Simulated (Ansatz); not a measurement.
A nudged elastic band was laid between two geometries of BF₂H (4 atoms, charge 0, multiplicity 1).

Method: RKS B3LYP-D4/6-31G* (Ansatz).

```
movable images  : 4
climbing image  : no
spring          : 5.0 eV/Å²
optimiser       : quadratic models (default)
start path      : through a guess of the saddle point
force threshold : 0.03 eV/Å
iteration limit : 60
end points      : relaxed
```

Image 0:

```xyz
4
Properties=species:S:1:pos:R:3
B 0.279 0.000 0.203
H 0.220 0.000 1.391
F 1.444 0.000 -0.416
F -0.819 0.000 -0.529
```

Image 5:

```xyz
4
Properties=species:S:1:pos:R:3
B -0.619 0.000 -0.132
H 1.316 0.000 0.549
F 2.226 0.000 0.812
F -1.799 0.000 -0.580
```

Problem. Which bonds break or form, and what moves?

Solution. Bonds broken: B1–H2, B1–F3. Bonds formed: H2–F3. BF2H becomes BF + FH.

Problem. Give the energies along the band, and the barrier.

Solution. It converged. The highest image is number 2 of 0 to 5, 458.0 kJ/mol above the first end and 51.8 kJ/mol above the last; the last end lies 406.2 kJ/mol above the first. Neighbouring images differ by up to 2.5 eV, so the band resolves the path poorly. No image climbed, so the highest image needn't sit at the top of the path. The orbitals stay closed-shell, which can raise the energy where a bond breaks towards radicals; this wasn't checked here.

| image | path coordinate (Å) | energy (kJ/mol) | B1–H2 (Å) | B1–F3 (Å) | H2–F3 (Å) |
| --- | --- | --- | --- | --- | --- |
| 0 | 0.00 | 0.0 | 1.19 | 1.32 | 2.18 |
| 1 | 0.62 | 214.8 | 1.18 | 1.43 | 1.59 |
| 2 | 1.23 | 458.0 | 1.44 | 1.88 | 1.08 |
| 3 | 1.85 | 411.1 | 1.92 | 2.51 | 0.95 |
| 4 | 2.46 | 407.7 | 2.01 | 2.82 | 0.95 |
| 5 | 3.08 | 406.2 | 2.05 | 3.00 | 0.95 |

Problem. What is the geometry of the highest image?

Solution. 
```xyz
4
Properties=species:S:1:pos:R:3
B -0.391 0.000 0.384
H 0.908 0.000 0.995
F 1.464 0.000 0.069
F -0.856 0.000 -0.800
```

The band took 13 iterations and about 29 core-seconds.

Time of the run: 29 s on 1 thread of AMD EPYC 7R43 64-Core Processor (Zen 3), on a shared host, peak memory 0.098 GiB.
